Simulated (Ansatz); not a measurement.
## A ladder of methods for SiH2Cl (chlorosilyl radical)

The species is SiH2Cl (4 atoms), meant as a doublet with charge 0. SMILES: `[SiH2]Cl`. Geometry: relaxed at GFN2-xTB.

```xyz
4

Si   -0.2836    0.2377    0.1316
Cl    1.5977   -0.0596    0.8111
H    -1.0650   -0.9783    0.2633
H    -0.2491    0.8002   -1.2060
```

Each level gives the vertical energy of the quartet above the doublet (eV). The values are calculated.

```csv
level,kind,program,value (eV),less FCI/STO-3G
USVWN5/STO-3G,LDA,Ansatz,9.52,-0.62
UPBE/STO-3G,GGA,Ansatz,9.49,-0.65
UBHLYP/STO-3G,global hybrid,Ansatz,10.04,-0.10
UB2PLYP/STO-3G,double hybrid,Ansatz,10.04,-0.10
UBCCD(T)/STO-3G,coupled cluster or CI,Ansatz,10.15,+0.01
UCCSD(T)/STO-3G,coupled cluster or CI,Ansatz,10.15,+0.01
UCCSD/STO-3G,coupled cluster or CI,Ansatz,10.15,+0.01
FCI/STO-3G,exact in the basis,Ansatz,10.14,0.00
```

FCI/STO-3G is exact within its basis and frozen core, so for wave-function methods in that basis the difference is their error; functionals converge differently with the basis, so for them it is only a difference. The values span 9.49 to 10.15 eV. All rows use very small basis sets, so even the best lies far from the true value.
